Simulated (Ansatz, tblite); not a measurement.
# The cluster NaLi3: one state, many levels

One table from this session's results is given with a row withheld; the runs are named, their logs left out.

Method: as each input shows; program: Ansatz 0.2.0, Gaussian basis.

Levels to be run: GFN1-xTB, GFN2-xTB, PBE/def2-TZVP, r2SCAN/def2-TZVP, PBE-QIDH/def2-TZVP, B2PLYP/def2-TZVP, B3LYP/def2-TZVP, HSE06/def2-TZVP, B97M-V/def2-TZVP, PBE/def2-SVP, PBE0/def2-SVP, HF/STO-3G, HF/6-31G, B3LYP/6-31G, PBE0/def2-TZVPD, PBE/def2-TZVPD, r2SCAN/def2-TZVPD, CCSD(T)/def2-TZVPP, MP2/def2-TZVP, RPA/def2-TZVP, CCSD(T)/def2-TZVPD.

**The geometry**

The geometry is that of the singlet, from an earlier relaxation (PBE/def2-TZVP). At that level it is the lowest of the isomers that a small search found.

4 atoms, charge 0, spin multiplicity 1.

Bond lengths: Li1–Li2 2.661 Å, Li1–Li3 3.056 Å, Li1–Na4 3.247 Å, Li2–Li3 3.056 Å, Li2–Na4 3.247 Å. Angles: Li2–Li1–Li3 64.2°, Li2–Li1–Na4 65.8°, Li3–Li1–Na4 130.0°, Li1–Li2–Li3 64.2°, Li1–Li2–Na4 65.8°, Li3–Li2–Na4 130.0°, Li1–Li3–Li2 51.6°, Li1–Na4–Li2 48.4°.

PBE0/def2-TZVP was run before; its log isn't repeated, and its numbers join the tables.

Set-up of the first run:

Tight binding, by tblite at 300 K electronic temperature and without a spin-polarisation term:

```python
tblite.interface.Calculator('GFN1-xTB', numbers, positions, charge=0, uhf=0).singlepoint()
```

Tight binding, by tblite at 300 K electronic temperature and without a spin-polarisation term:

```python
tblite.interface.Calculator('GFN2-xTB', numbers, positions, charge=0, uhf=0).singlepoint()
```

start.molden holds the orbitals of an earlier run on this state, given as this run's starting guess.

The input, in.yaml:

```yaml
crystal:
  periodic: [false, false, false]
  atoms:
    - {symbol: Li, position_ang: [0.570068, -0.651086, 1.011767]}
    - {symbol: Li, position_ang: [-0.663545, 0.627281, -0.968913]}
    - {symbol: Li, position_ang: [-2.483686, -0.652302, 1.126030]}
    - {symbol: Na, position_ang: [2.577163, 0.676097, -1.168874]}
basis:
  gaussian: {orbitals: def2-TZVP, initial_orbitals: start.molden}
hamiltonian: {xc: pbe}
scf: {omitted_lower_state_checks: [starts]}
output: {forces: true, orbitals: {seedname: orbitals}}
```

On the command line:

```console
$ ansatz run in.yaml --threads 4 --pin off --events-out ev --progress --plain --max-ram 3916MiB
```

Steps of the session up to this table: PBE/def2-TZVP; r2SCAN/def2-TZVP; PBE-QIDH/def2-TZVP; B2PLYP/def2-TZVP; B3LYP/def2-TZVP; HSE06/def2-TZVP; B97M-V/def2-TZVP; PBE/def2-SVP; PBE0/def2-SVP; HF/STO-3G; HF/6-31G; B3LYP/6-31G; PBE0/def2-TZVPD; PBE/def2-TZVPD; r2SCAN/def2-TZVPD; CCSD(T)/def2-TZVPP; MP2/def2-TZVP; RPA/def2-TZVP; CCSD(T)/def2-TZVPD.

One table of the session follows, with a row left open; its other results are not shown here.

It belongs to the step «Levels side by side». 

```
            level  HOMO (eV)  gap (eV)
        HF/STO-3G      -2.16      5.18
         HF/6-31G      -4.07      4.38
     PBE/def2-SVP      -2.79      0.85
    PBE/def2-TZVP      -2.82      0.83
   PBE/def2-TZVPD      -2.82      0.82
 r2SCAN/def2-TZVP      -2.79      1.02
r2SCAN/def2-TZVPD      -2.80      1.01
 B97M-V/def2-TZVP          ?         ?
      B3LYP/6-31G      -3.14      1.61
  B3LYP/def2-TZVP      -3.16      1.61
    PBE0/def2-SVP      -3.24      1.80
   PBE0/def2-TZVP      -3.27      1.79
  PBE0/def2-TZVPD      -3.27      1.77
  HSE06/def2-TZVP      -2.94      1.13
```

Q: Estimate the row for B97M-V/def2-TZVP from the others.

**Answer.** HOMO (eV): -2.75; gap (eV): 0.75. In the column «HOMO (eV)» it lies between r2SCAN/def2-TZVP (-2.79) and HF/STO-3G (-2.16).
